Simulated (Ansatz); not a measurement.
The input, for Ansatz 0.2.0:

```yaml
crystal:
  periodic: [false, false, false]
  atoms:
    - {symbol: Ge, position_ang: [0.000000, -0.009483, 0.282279]}
    - {symbol: O, position_ang: [0.000000, 0.095570, -1.315271]}
    - {symbol: H, position_ang: [1.259685, -0.757950, 0.759701]}
    - {symbol: H, position_ang: [0.000000, 1.445876, 0.757153]}
    - {symbol: H, position_ang: [-1.259685, -0.757950, 0.759701]}
    - {symbol: H, position_ang: [0.000000, -0.763545, -1.741978]}
basis:
  gaussian: {orbitals: cc-pVDZ}
magnetization: {spin_polarized: true, initial_magnetization: 0}
hamiltonian: {xc: hf}
output: {forces: true, orbitals: {seedname: orbitals}}
```

```sh
$ ansatz run in.yaml --threads 1 --pin off --events-out ev --progress --plain --max-ram 2393MiB
```

Log:

```
629 factors; integrals over basis functions are off by at most 1.4e-3 eV
mean field evaluation 1: about -58570.7810 eV, gradient 2.2e1 eV
mean field evaluation 2: about -58570.7859 eV, gradient 2.2e1 eV
mean field evaluation 4: about -58572.7612 eV, gradient 1.4e0 eV
mean field evaluation 8: about -58572.7754 eV, gradient 3.3e-4 eV
mean field -58572.77541305 eV, -2152.5097943765 hartree, gradient 1.4e-5 eV, S^2 0.000000; 0 other end points of the search recorded, 0 dependent functions left out
the calculation of the forces begins
reference -58572.77541305 eV, -2152.5097943765 hartree; 22, 22 occupied and 39, 39 virtual orbitals, 629 factors
Total energy: -58572.77541305 eV, -2152.5097943765 hartree
Atom 0 at     0.000000    -0.009483     0.282279 Å, force    -0.000000    -0.040826     7.771802 eV/Å
Atom 1 at     0.000000     0.095570    -1.315271 Å, force     0.000000    -0.789885    -8.220186 eV/Å
Atom 2 at     1.259685    -0.757950     0.759701 Å, force    -0.007095    -0.032603     0.167270 eV/Å
Atom 3 at     0.000000     1.445876     0.757153 Å, force    -0.000000    -0.017137     0.259865 eV/Å
Atom 4 at    -1.259685    -0.757950     0.759701 Å, force     0.007095    -0.032603     0.167270 eV/Å
Atom 5 at     0.000000    -0.763545    -1.741978 Å, force    -0.000000     0.913053    -0.146021 eV/Å
Dipole moment:     0.000000    -0.305819    -0.003474 e Å
```

Forces (eV/Å):
```
Ge   0.000 -0.041  7.772
O    0.000 -0.790 -8.220
H   -0.007 -0.033  0.167
H    0.000 -0.017  0.260
H    0.007 -0.033  0.167
H    0.000  0.913 -0.146
```

Ran on 1 thread of Arm Neoverse V1, shared host: 1.2 s wall, 0.26 GiB peak host memory.
